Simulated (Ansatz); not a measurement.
C3H6O2, SMILES CCOC=O, a ladder of methods at one geometry

With Ansatz 0.2.0 through its Python package.

Notebook, run cell by cell (the value of a cell's last expression is shown):

```python
from pathlib import Path
import warnings

import ansatz
import numpy as np
```

```python
warnings.simplefilter("ignore", ansatz.DeckWarning)
```

```python
geometry_ang = [
    ("C", (-0.2772, -0.5217, 1.2463)),
    ("C", (0.1344, 0.6858, 0.4024)),
    ("O", (-0.5251, 0.718, -0.8259)),
    ("C", (0.0614, -0.0347, -1.8374)),
    ("O", (1.0769, -0.6693, -1.7538)),
    ("H", (0.1868, -0.5132, 2.2154)),
    ("H", (-0.0771, -1.4533, 0.7358)),
    ("H", (-1.3799, -0.5039, 1.3658)),
    ("H", (1.2286, 0.6589, 0.2957)),
    ("H", (-0.0826, 1.5945, 0.9314)),
    ("H", (-0.5207, 0.0658, -2.7676)),
]
c3h6o2 = ansatz.Crystal.molecule()
for symbol, xyz in geometry_ang:
    c3h6o2 = c3h6o2.atom(symbol, xyz)
```

```python
model = c3h6o2.calculation().basis(gaussian="def2-SVP")
```

```python
print("functional    E (Ha)        dipole (D)   HOMO (eV)  LUMO (eV)")
for name in ["cam_b3lyp", "r2scan", "hf", "pbe", "hse06"]:
    report = model.functional(name).forces().orbitals().run(runs_dir="runs").report
    lines = Path(report["orbitals_path"]).read_text().splitlines()
    field_of = lambda key: [line.split("=")[1].strip() for line in lines if line.startswith(key)]
    orbitals = [(27.211386 * float(e), s, float(n)) for e, s, n in zip(field_of("Ene="), field_of("Spin="), field_of("Occup="))]
    homo = max(e for e, _, n in orbitals if n > 0.5)
    lumo = min(e for e, _, n in orbitals if n < 0.5)
    dipole = 4.803205 * np.linalg.norm(report["charge_distribution"]["dipole_moment_e_ang"])
    print(f"{name:10s} {report['free_energy_ev'] / 27.211386246:14.6f} {dipole:9.3f} {homo:11.3f} {lumo:10.3f}")
```

    functional    E (Ha)        dipole (D)   HOMO (eV)  LUMO (eV)
    cam_b3lyp     -268.057155     1.436      -9.768      1.245
    r2scan        -268.026392     1.510      -6.999     -0.991
    hf            -266.617688     1.555     -12.471      4.400
    pbe           -267.862110     1.449      -6.571     -1.167
    hse06         -267.861526     1.463      -7.927     -0.447

Reading the output:
- Total energies depend on the basis set; only differences at equal settings carry meaning.
- The geometry is a force-field or estimated start, not a minimum of this method, and the basis set is short of its limit. A lower total doesn't mark the better method: functionals have no common bound, and MP2 and coupled cluster aren't variational.
- Levels such as HOMO and LUMO are orbital energies: with these approximate functionals they aren't the ionisation energy and electron affinity, and their gap isn't the fundamental gap.
- hse06 follows the composition of plane-wave codes, whose totals differ by tens of mHa, up to about 0.1 Ha, from the form usual in Gaussian-basis programs (wpbeh).
- The whole script took 20 s on 1 thread of Intel(R) Xeon(R) Platinum 8259CL CPU @ 2.50GHz (Skylake/Cascade Lake), with other jobs on the host, peak memory 0.29 GiB.
